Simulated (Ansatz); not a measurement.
## CH$_{2}$Si: competing structures and spins

Ansatz 0.2.0, basis cc-pVDZ; geometries are PBE0/def2-TZVP minima. Wave-function levels freeze the cores; HF, MP2 and coupled cluster are restricted for singlets and unrestricted otherwise, Kohn–Sham unrestricted where that lies lower. NEVPT2 and MRCISD+Q stand on CASSCF in the full valence space. The reference is CCSDT(Q) (coupled cluster only where its series has nearly closed). Semilocal and hybrid functionals correlate all electrons outside any core potential and usually lie nearer their basis limit than the reference, so part of their error here is the reference's basis and frozen-core error; RPA and the MP2 part of double hybrids freeze the same cores as the reference. None of these values is a measured one. Energies are electronic, without zero-point terms. The set is small: such energies can lie up to about 0.3 eV from the limit, spin gaps mostly less, so near ties and functionals' places can change in larger sets. No spin–orbit coupling and no scalar relativity. The species are chosen: bound, without strong static correlation by their natural occupations or amplitudes, and with a ladder that closes on the reference, so errors are smaller than for species at large; levels whose determinant breaks symmetry or spin markedly are left out.

A. singlet; C–Si 1.702, C–H 1.090, angles at C 113/123°. Coordinates (Å): Si 0.000 0.000 0.596; C 0.000 0.000 -1.106; H 0.000 -0.909 -1.708; H 0.000 0.909 -1.708
B. triplet; C–Si 1.865, C–H 1.091, angles at C 112/124°. Coordinates (Å): Si 0.000 0.000 0.650; C 0.000 0.000 -1.215; H 0.000 -0.907 -1.822; H 0.000 0.907 -1.822

**Question.** From bonding and spin, estimate the order of these in energy at CCSDT(Q), each at its own geometry.

**Answer.** At CCSDT(Q), above the lowest of those listed: A (0.0 kJ/mol), B (146.5 kJ/mol).

| level | B less A (kJ/mol) |
| --- | --- |
| CCSDT(Q) | 146.5 |
| MP2 | 151.8 |
| CCSD | 135.5 |
| CCSD(T) | 145.5 |
| CCSDT | 145.2 |
| NEVPT2 | 144.7 |
| MRCISD+Q | 143.5 |
| PBE | 145.1 |
| wB97M-V | 156.8 |
| RPA-PBE | 141.0 |

Every level shown puts the same form lowest.

The geometries are PBE0's, not this basis's own minima.
